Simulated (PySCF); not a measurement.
EPR parameters of C4H8N

C₄H₈N (doublet state).
SMILES with atom numbers: `[CH2:1]=[N:2][CH:3][CH2:4][CH3:5]` (hydrogens: H6, H7 on C1; H8 on C3; H9, H10 on C4; H11, H12, H13 on C5)

Structure used (GFN2-xTB), in Å, numbered top down from 1:
```
atom  x, y, z in Å
C1     2.405   -0.298   -0.647
N2     1.514   -1.044   -0.078
C3     0.242   -0.863    0.063
C4    -0.457    0.457   -0.045
C5    -1.893    0.398    0.453
H6     2.172    0.449   -1.399
H7     3.440   -0.498   -0.431
H8    -0.339   -1.733    0.334
H9    -0.441    0.770   -1.097
H10    0.110    1.212    0.512
H11   -2.379    1.364    0.338
H12   -2.461   -0.341   -0.109
H13   -1.918    0.125    1.506
```

The hyperfine couplings belong to this conformer and change with its torsions.

Level of theory: PySCF, UKS B3LYP, pcH-1 on C H N, non-relativistic, mean-field spin-orbit, GIAO. Geometry: GFN2-xTB, one conformer, isolated molecule. A GFN2-xTB geometry isn't a minimum of the functional, and hyperfine couplings can be far from their values at a DFT geometry. The frame is twisted about the C1–N2 bond at this geometry (dihedral H6–C1–N2–C3 = -22°); couplings at other torsion angles weren't computed. The SCF solution wasn't tested for stability.

```json
{"g1, g2, g3": "2.00201, 2.00228, 2.00266", "g_iso": "2.00231", "Form of g": "rhombic: the two nearest values differ by 42 % of g3 − g1", "⟨S²⟩": "0.7667 (exact 0.7500)", "α and β electrons": "20, 19", "HOMO–LUMO gap, α and β orbitals": "5.21, 4.72 eV", "Total energy": "-211.94436 Eh", "Basis functions": "205"}
```

Isotropic coupling and dipolar principal values T1 to T3, in MHz:

```
atom  isotope  a_iso     T1     T2    T3  Mulliken spin population
  C1      13C   57.7  -47.1  -45.5  92.7                      0.59
  N2      14N    7.9  -17.6    1.0  16.6                     -0.07
  C3      13C   59.1  -45.6  -43.7  89.3                      0.53
  C4      13C  -15.5   -1.8   -1.3   3.1                     -0.03
  C5      13C    0.8   -0.5   -0.4   1.0                      0.00
  H6       1H  -28.6  -20.0   -1.8  21.8                     -0.02
  H7       1H  -30.4  -22.2   -2.5  24.8                     -0.03
  H8       1H  -28.3  -21.1   -3.0  24.1                     -0.02
  H9       1H   72.3   -3.4   -1.3   4.7                      0.03
 H10       1H   32.6   -4.0   -1.5   5.5                      0.02
 H11       1H   -1.5   -1.3   -1.0   2.2                      0.00
 H12       1H   -0.8   -1.9   -1.7   3.6                      0.00
 H13       1H   -0.7   -2.0   -1.7   3.7                      0.00
```

The Mulliken spin populations are largest on C1 (+0.59), C3 (+0.53) and N2 (-0.07). The positive populations add up to 1.17 and the negative ones to -0.17, together 2S = 1. The angles at C1 add up to 359.7°, so it is planar.

C3, the radical centre as drawn in `C=N[CH]CC`, holds a spin population of +0.53 out of 1.

Axes: g2 points within 7° of the C3–C4 bond.

Under fast tumbling the dipolar parts average out, and these isotropic splittings remain: 2 × 1H (H9/H10, I = 1/2, 3 lines) with 1.87 mT, 1 × 1H (H7, I = 1/2, 2 lines) with 1.08 mT, 1 × 1H (H6, I = 1/2, 2 lines) with 1.02 mT, 1 × 1H (H8, I = 1/2, 2 lines) with 1.01 mT, 1 × 14N (N2, I = 1, 3 lines) with 0.28 mT and 3 × 1H (H11/H12/H13, I = 1/2, 4 lines) with 0.04 mT.

Class means assume fast exchange of nuclei equivalent by connectivity; if that motion is slow, each nucleus keeps its own coupling. The 1H value of +52.4 MHz is a mean of couplings from 32.6 to 72.3 MHz in this one geometry, not an average over conformers.

The 13C coupling of C3 (59.1 MHz) shows only in satellite lines or after enrichment, since that isotope makes up about 1.07 % of natural carbon.

β density exceeds α density at some nuclei, such as C4 (-0.0138), H7 (-0.0068) and H6 (-0.0064), spin density in bohr⁻³. In a single determinant that takes different orbitals for the two spins, that is spin polarisation.
